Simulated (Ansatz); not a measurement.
One change: `[OH][AlH][SiH3]` becomes `[OH][AlH][AlH2]`.

Ansatz, PBE0-D4/def2-TZVP geometries, multiplicity 1. Each molecule was computed in one conformer, which needn't be the lowest.

```json
{"property": "HOMO–LUMO gap (ωB97M-V/def2-TZVPP) / eV", "`[OH][AlH][SiH3]`": "9.89"}
{"property": "size of the dipole moment (ωB97M-V/def2-TZVPP) / D", "`[OH][AlH][SiH3]`": "1.43"}
{"property": "ideal-gas entropy at 298 K and 1 bar (rigid rotor, harmonic PBE0-D4/def2-TZVP) / J/(mol·K)", "`[OH][AlH][SiH3]`": "331"}
{"property": "HOMO energy (ωB97M-V/def2-TZVPP) / eV", "`[OH][AlH][SiH3]`": "-9.62"}
{"property": "size of the dipole moment (PBE/def2-TZVPP) / D", "`[OH][AlH][SiH3]`": "1.32"}
{"property": "size of the dipole moment (B3LYP/def2-TZVPP) / D", "`[OH][AlH][SiH3]`": "1.38"}
```

(1) Give the same properties after the change, and the shifts. (Best estimate.)

## Answers

(1) The calculation gave: 
```tsv
property	`[OH][AlH][AlH2]`	shift
HOMO–LUMO gap (ωB97M-V/def2-TZVPP) / eV	8.41	-1.48
size of the dipole moment (ωB97M-V/def2-TZVPP) / D	1.23	-0.20
ideal-gas entropy at 298 K and 1 bar (rigid rotor, harmonic PBE0-D4/def2-TZVP) / J/(mol·K)	323	-8
HOMO energy (ωB97M-V/def2-TZVPP) / eV	-8.85	0.77
size of the dipole moment (PBE/def2-TZVPP) / D	1.16	-0.16
size of the dipole moment (B3LYP/def2-TZVPP) / D	1.21	-0.17
```

With PBE0 the HOMO rises by 0.68 eV and the LUMO falls by 0.69 eV, so the gap narrows by about 1.37 eV. PBE moves the HOMO by 0.60 eV and ωB97M-V by 0.77 eV. The zero-point energy changes by -29.2 kJ/mol with -3 modes. Dipoles are sizes alone; their direction can turn. Modes under 60 cm⁻¹, often nearly free rotors, make the harmonic entropy too high.

B3LYP here is the variant with VWN-RPA as its local correlation; programs differ in this.
